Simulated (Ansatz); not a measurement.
The same path of BFH$_{5}$N (8 atoms, charge 0, multiplicity 1) was run 3 times with different band settings. Lost on the way: B1–F2, N5–H8. Made: F2–H8.

The calculation used RKS PBE/def2-TZVP (Ansatz).

Relaxed end points:

```xyz
8
Properties=species:S:1:pos:R:3
B 0.024 -0.137 0.161
F 0.244 0.679 1.290
H 0.941 -0.132 -0.647
H -1.094 -0.030 -0.323
N 0.048 -1.682 0.797
H -0.104 -2.385 0.067
H 0.950 -1.868 1.246
H -0.685 -1.785 1.507
```

```xyz
8
Properties=species:S:1:pos:R:3
B 0.084 -0.573 -0.535
F -0.340 -0.118 2.764
H 1.074 0.052 -0.798
H -0.990 -0.332 -1.011
N 0.182 -1.617 0.404
H -0.584 -2.261 0.588
H 1.074 -1.953 0.759
H -0.176 -0.538 1.927
```

Common settings: spring 5.0 eV/Å²; optimiser quadratic models (default); start path through a guess of the saddle point; force threshold 0.05 eV/Å; iteration limit 60; end points relaxed.

| run | movable images | climbing image |
| --- | --- | --- |
| 1 | 9 | yes |
| 2 | 4 | no |
| 3 | 3 | no |

(1) What does each run give, and how far can it be trusted?

## Answers

(1) Run 1: converged after 11 iterations, highest image 1.244 eV above the first end. A vibrational analysis at the climbing image gives one clearly imaginary mode, 617i cm⁻¹: a first-order saddle point.
Run 2: converged after 11 iterations, highest image 1.148 eV above the first end. No image climbed, so the highest image needn't sit at the top of the path.
Run 3: converged after 10 iterations, highest image 0.979 eV above the first end. No image climbed, so the highest image needn't sit at the top of the path. So few images can step over the top or miss a turn of the path.
The orbitals stay closed-shell, which can raise the energy where a bond breaks towards radicals; this wasn't checked here.
